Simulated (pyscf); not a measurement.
A first-order saddle from PySCF, ωB97X-D3(BJ)/def2-SVP:

```xyz
16

S     -0.6744    -1.4048     1.9338
H     -1.6063    -0.5637     0.9907
H     -0.6217    -2.4287     1.0589
C     -2.1638     0.4212    -0.0875
Al    -0.1031     0.2927     0.2869
C      0.4961     1.8595     1.2908
C      0.8076    -0.5677    -1.2169
H     -1.9399     1.2335    -0.8097
H     -2.8704     0.8598     0.6350
H     -2.6806    -0.3603    -0.6670
H     -0.1668     2.0811     2.1445
H      1.5129     1.7150     1.6944
H      0.5242     2.7639     0.6578
H      0.2550    -1.4447    -1.5955
H      0.9312     0.1266    -2.0667
H      1.8177    -0.9115    -0.9345
```
Charge 0, spin multiplicity 1.

Surface: singlet, charge 0. Lowest wavenumbers (cm⁻¹): 1117i, 77, 112, 113, 118.

Problem. Name the species on either side of this saddle.

Solution. H₂S (SMILES S) + H₃C–Al(CH₃)–CH₃ (SMILES [CH3][Al]([CH3])[CH3]) <-> H₃C–Al(CH₃)–SH (SMILES [CH3][Al]([CH3])[SH]) + CH₄ (SMILES C), a four-centre exchange read from left to right: H–S, Al–C broken and Al–S, C–H formed. At ωB97M-D3(BJ)/def2-TZVP it lies +5.3 kcal/mol from the left side and +36.6 kcal/mol from the right (each side as separated species at their lowest minima found). On the reactant side the descent ends in an adduct with a Al–S contact, 14.2 kcal/mol under the separated species and 16.1 kcal/mol under the saddle at ωB97X-D3(BJ)/def2-TZVP. What is counted as formed (Al–S) is already present as a longer contact in the reactant adduct; forming that adduct is a step of its own. At ωB97X-D3(BJ)/def2-TZVP the barrier from the zero used here is 1.9 kcal/mol. One saddle was located; it need not be the lowest between these sides.
